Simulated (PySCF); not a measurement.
**How exact exchange moves a shielding**

Molecule: ethynylalumane (C#[C][AlH2], C$_{2}$H$_{3}$Al).

Atoms are numbered as in `[CH:1]#[C:2][AlH2:3]`; H(Xn) means a hydrogen on atom n.

GIAO shieldings (ppm, equivalent atoms averaged) in PySCF 2.14 on the PBE0-D3(BJ)/def2-SVP geometry, basis pcSseg-2, gas phase, non-relativistic:

| functional | exact exchange (%) | σ(C2) | σ(Al3) |
| --- | --- | --- | --- |
| BLYP | 0 | 74.6 | 307.5 |
| BP86 | 0 | 78.6 | 311.6 |
| PBE | 0 | 78.1 | 310.2 |
| PBE0 | 25 | 83.1 | 330.6 |
| mPW1PW91 | 25 | 82.9 | 333.1 |
| BHandHLYP | 50 | 84.1 | 344.0 |
| HF | 100 | 94.6 | 386.5 |

Problem. Fit each shielding as a line in the percentage of exact exchange.

Solution. σ(C2) = 77.5 + 0.17 x (rms 1.5 ppm); σ(Al3) = 310.4 + 0.75 x (rms 2.5 ppm). The functionals also differ in their semilocal parts, which the line can't hold; Hartree–Fock has no correlation at all.

Problem. What does the line predict for B3LYP (20 %), and what does the run give?

Solution. σ(C2): 80.9 predicted, 78.7 computed; σ(Al3): 325.4 predicted, 322.1 computed ppm.
